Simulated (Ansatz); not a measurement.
## CHO, SMILES [CH]=O: a composite energy at a relaxed geometry, step by step

With the Python package of Ansatz (0.2.0).

The script reads `cho.xyz`:
```text
3

C     0.00890   -0.05620   -0.00970
O     0.97100    0.14810    0.55030
H    -0.99090   -0.15660   -0.55390
```

Run as a notebook:

In [1]:
```python
import itertools

import ansatz as az
from ase.data import atomic_numbers, covalent_radii
import numpy as np
```

In [2]:
```python
geometry = az.Crystal.molecule_from_extxyz("cho.xyz")
```

In [3]:
```python
calculation = (
    geometry.calculation()
    .basis(gaussian="def2-SVP")
    .functional("r2scan")
    .spin("collinear", total=1)  # two spin channels
)
symbols = [site.symbol for site in geometry.cartesian_sites]
start = np.array([site.position_ang for site in geometry.cartesian_sites], dtype=float)
data = calculation.relax(force_tolerance=0.01).run(threads=1).report
end = np.array(data["positions_ang"])
# pairs closer than 1.2 times the sum of covalent radii, before or after
radius = [covalent_radii[atomic_numbers[s]] for s in symbols]
span = lambda where, i, j: np.linalg.norm(where[i] - where[j])
bonded = [(i, j) for i, j in itertools.combinations(range(len(symbols)), 2) if min(span(start, i, j), span(end, i, j)) < 1.2 * (radius[i] + radius[j])]
print("pair        before    after (A)")
for i, j in bonded:
    print(f"{symbols[i]}{i}-{symbols[j]}{j}".ljust(10), f"{span(start, i, j):8.4f} {span(end, i, j):8.4f}")
for first, second in list(itertools.combinations(bonded, 2)):
    shared = set(first) & set(second)
    if shared and symbols[(j := shared.pop())] != "H":
        i, k = sorted((set(first) | set(second)) - {j})
        u, v = end[i] - end[j], end[k] - end[j]
        angle = np.degrees(np.arccos(np.clip(u @ v / np.linalg.norm(u) / np.linalg.norm(v), -1, 1)))
        print(f"final angle {symbols[i]}{i}-{symbols[j]}{j}-{symbols[k]}{k}: {angle:.2f} deg")
```
```text
pair        before    after (A)
C0-O1        1.1318   1.1772
C0-H2        1.1427   1.1402
final angle O1-C0-H2: 124.20 deg
```

In [4]:
```python
minimum = az.Crystal.molecule()
for symbol, place in zip(symbols, end):
    minimum = minimum.atom(symbol, place.tolist())
at_minimum = minimum.calculation().spin("collinear", total=1)
# MP2 extrapolated to the basis limit, plus the small-basis difference CCSD(T) - MP2
level = lambda method, basis: at_minimum.basis(gaussian=basis).correlation(method).run(threads=1).report
small, large, cluster = level("mp2", "cc-pVDZ"), level("mp2", "cc-pVTZ"), level("ccsd_t", "cc-pVDZ")
corr = lambda each: (each["free_energy_ev"] - each["reference_energy_ev"]) / 27.211386246
mp2_limit = (27 * corr(large) - 8 * corr(small)) / 19
pieces = {"HF / cc-pVTZ": large["reference_energy_ev"] / 27.211386246, "MP2 correlation, DZ-TZ limit": mp2_limit, "CCSD(T) - MP2 / cc-pVDZ": corr(cluster) - corr(small)}
for name, value in pieces.items():
    print(f"{name:32s} {value:14.6f} Ha")
print(f"{'sum':32s} {sum(pieces.values()):14.6f} Ha")
print("T1 diagnostic", round(cluster["correlation"]["coupled_cluster"]["t1_diagnostic"], 4))
```
```text
HF / cc-pVTZ                        -113.291938 Ha
MP2 correlation, DZ-TZ limit          -0.398542 Ha
CCSD(T) - MP2 / cc-pVDZ               -0.021964 Ha
sum                                 -113.712444 Ha
T1 diagnostic 0.0229
```

Notes:
- Total energies depend on the basis set; only differences at equal settings carry meaning.
- The sum leaves out core correlation, relativity, the Hartree-Fock basis error and zero-point energy; a DZ-TZ extrapolation is rough.
- The run takes the species as open-shell (spin multiplicity 2), which needn't be its ground state.
- Inner cores stay frozen, so this is valence correlation.
- An extrapolation from small basis sets is rough.
- The whole script took 16 s on 1 thread of Arm Neoverse V1 (shared host), peak memory 0.19 GiB.
